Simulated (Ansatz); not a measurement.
# ZrCl⁺, triplet: from triple and quadruple zeta to the limit

| atom | x (Å) | y (Å) | z (Å) |
| --- | --- | --- | --- |
| Zr | 0.0000 | 0.0000 | 0.0000 |
| Cl | 0.0000 | 0.0000 | 2.3446 |

Ansatz 0.2.0, UHF determinant, valence electrons correlated, core potentials past Kr. Energies in eV.

```csv
set,X,functions,Hartree–Fock,MP2 correlation,CCSD(T) correlation,time
def2-TZVPP,3,98,-13764.6012,-6.1562,-6.9895,49 s on 1 × NVIDIA H100 80GB HBM3 with 1 thread of AMD EPYC 7R13 Processor (Zen 3) (shared host)
def2-QZVPP,4,151,-13765.0079,-6.7375,-7.5774,"39 s on 1 × NVIDIA H100 80GB HBM3 with 1 thread of AMD EPYC 7R13 Processor (Zen 3), on a shared host"
```

Hartree–Fock is taken to follow E(X) = E∞ + A·exp(−7.88·√X), correlation E(X) = E∞ + B·X^−2.97.

Cautions: no spin-orbit coupling; outer-core shells of the metal frozen; lower spins were not checked.

Q: Work out the CCSD(T) energy at the limit, and how far the shortcut misses it that extrapolates MP2 and adds CCSD(T) minus MP2 from the smaller set.

A: Hartree–Fock: E∞ = E4 + 0.1377·(E4 − E3) = -13765.0640. Correlation: E∞ = E4 + 0.7407·(E4 − E3) = -8.0129 for CCSD(T) and -7.1681 for MP2. The limit is -13773.0768 eV, 0.491 eV below def2-QZVPP. The shortcut gives a correlation energy of -7.1681 + (-0.8334) = -8.0014, 11 meV higher than the direct value.

Past Ne part of the Hartree–Fock step between the two sets comes from the cores, which don't follow the formula, so the 56 meV that it adds to the total can overshoot; that part largely cancels in differences.

The exponents were fitted on light atoms, and def2 sets of heavy atoms don't grow evenly, so the limit is rough here.
